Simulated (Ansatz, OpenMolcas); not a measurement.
## BCl (SMILES [B]Cl): methods side by side

The species is BCl (2 atoms), meant as a singlet with charge 0. As SMILES, `[B]Cl`. The shape is that of a PBE0-D4/def2-TZVP optimisation.

```csv
atom,x (Å),y (Å),z (Å)
B,0.0000,0.0000,-0.0697
Cl,0.0000,0.0000,1.6482
```

Quantity: the energy change with the B1–Cl2 bond stretched from 1.718 to 3.946 Å, in eV. The values are calculated.

```
                        level                    kind     program  value (eV)  less FCI/STO-3G
       HF/STO-3G (restricted)            Hartree–Fock      Ansatz        6.99            +2.01
    SVWN5/STO-3G (restricted)                     LDA      Ansatz        5.70            +0.72
    PBE/STO-3G (unrestricted)                     GGA  OpenMolcas        5.09            +0.11
    BHLYP/STO-3G (restricted)           global hybrid      Ansatz        6.37            +1.39
CAM-B3LYP/STO-3G (restricted)  range-separated hybrid      Ansatz        6.36            +1.38
  RPA@PBE/STO-3G (restricted)                     RPA      Ansatz        3.66            -1.32
      MP2/STO-3G (restricted)     perturbation theory      Ansatz        6.16            +1.18
 CCSDT(Q)/STO-3G (restricted)   coupled cluster or CI      Ansatz        5.03            +0.05
    CCSDT/STO-3G (restricted)   coupled cluster or CI      Ansatz        4.97            -0.01
                   FCI/STO-3G      exact in the basis  OpenMolcas        4.98             0.00
```

FCI/STO-3G is exact within its basis and frozen core, so for wave-function methods in that basis the difference is their error; functionals converge differently with the basis, so for them it is only a difference. Spin-restricted single references rise too steeply as a bond breaks, Hartree–Fock most of all. The first shape isn't each level's own minimum. The values span 3.66 to 6.99 eV. Spin contamination of the reference (⟨S²⟩ at least 0.1 too high) touches PBE/STO-3G. All rows use very small basis sets, so even the best lies far from the true value.
